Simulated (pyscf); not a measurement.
Single points on ωB97X-D3(BJ)/def2-SVP structures (PySCF, gas phase).

Problem. Estimate the classical barrier height and the reaction energy of HS–Zn–SH + silanol (HO–SiH₃) → H₂S + H₃Si–O–Zn–SH at B3LYP-D3(BJ)/def2-TZVP. The step runs on the singlet surface, breaks S–Zn, H–O and forms H–S, O–Zn; take the separated reactants as zero.

Solution. ΔE‡ = 4.1 kcal/mol, ΔE = +8.2 kcal/mol. ωB97M-D3(BJ)/def2-TZVP gives 6.2 kcal/mol and +8.7 kcal/mol. Zero-point energy shifts the barrier by -1.6 kcal/mol. It is a four-centre exchange, with an imaginary mode of 826i cm⁻¹. On the reactant side the descent ends in an adduct with a O–Zn contact (not fully relaxed), 13.6 kcal/mol under the separated species and 17.6 kcal/mol under the saddle at ωB97X-D3(BJ)/def2-TZVP. On the product side the descent ends in an adduct with a S–Zn contact, 12.7 kcal/mol under the separated species and 7.5 kcal/mol under the saddle at ωB97X-D3(BJ)/def2-TZVP. At B3LYP-D3(BJ) the saddle lies under the separated products, which points to a path from their complex (located at ωB97X-D3(BJ) alone), and parting the products costs more than the saddle. What is counted as formed (O–Zn) is already present as a longer contact in the reactant adduct; forming that adduct is a step of its own. What is counted as broken (S–Zn) persists as a longer contact in the product adduct; parting that adduct is a step of its own. At ωB97X-D3(BJ)/def2-TZVP the barrier from the zero used here is 4.0 kcal/mol. This is the saddle that the search found; another between the same sides may lie lower. Elements up to Kr have no core potential and no relativistic terms here.
